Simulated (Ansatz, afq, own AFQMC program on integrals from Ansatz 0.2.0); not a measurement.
F, quartet in aug-cc-pVDZ, levels against full CI

A free F atom.

Basis aug-cc-pVDZ. Noble-gas cores (and the filled d shells of Ga–Kr and In–Xe) are frozen. AFQMC by an in-house program on the Cholesky factors that Ansatz 0.2.0 writes for its CCSD(T) run. The CISD trial takes its coefficients from CCSD amplitudes. Released means that phaseless walkers are propagated on without the constraint, phases kept. ± is one standard error of the sampling.

Determinant: UHF, the one that the program's search chose, which needn't be the lowest solution.

Full CI on the same integrals is exact in this basis and with this determinant's frozen core.

Cautions: another spin lies lower (by 13.84 eV).

- T1 diagnostic: 0.0066
- weight of the determinant in the CISD state: 0.970
- ⟨S²⟩ of the determinant: 3.754
- size of the correlated space: 7 electrons in 22 orbitals

```csv
level,correlation energy (eV)
MP2,-3.0844
CCSD,-3.5324
CCSD(T),-3.5785
```

Estimate where AFQMC with the constraint released lies against CCSD(T) on the same integrals.

0.14 ± 0.02 kcal/mol below CCSD(T).

Reference: full CI, correlation energy -3.585 eV. The released energy is read at 2.40 1/Eh (meV from the phaseless value at times in 1/Eh: -1.3 ± 0.8 at 0.24, -1.2 ± 0.7 at 0.51, -2.8 ± 0.7 at 0.99, -1.8 ± 0.9 at 1.62, -2.7 ± 1.0 at 2.40).

| level | E − E(reference) (kcal/mol) | share of correlation (%) |
| --- | --- | --- |
| CCSD(T) | 0.14 | 99.83 |
| CCSDT | 0.00 | 100.00 |
| CCSDT(Q) | 0.00 | 100.00 |
| CCSDTQ | 0.00 | 100.00 |
| ph-AFQMC/CISD | 0.07 ± 0.02 | 99.92 |
| released AFQMC | 0.00 ± 0.02 | 100.00 |

CCSDT and higher add their correlation energy to the determinant of the CCSD(T) run, since their own runs factorise the integrals more tightly (a shift of under 2 meV). A walk keeps the symmetry of its determinant, which the program's search chose and which needn't be the lowest solution, so a lower state of the same spin and another symmetry isn't excluded. Released energies are given only where the last usable release times agree within the noise; a slower fall can still hide under it.
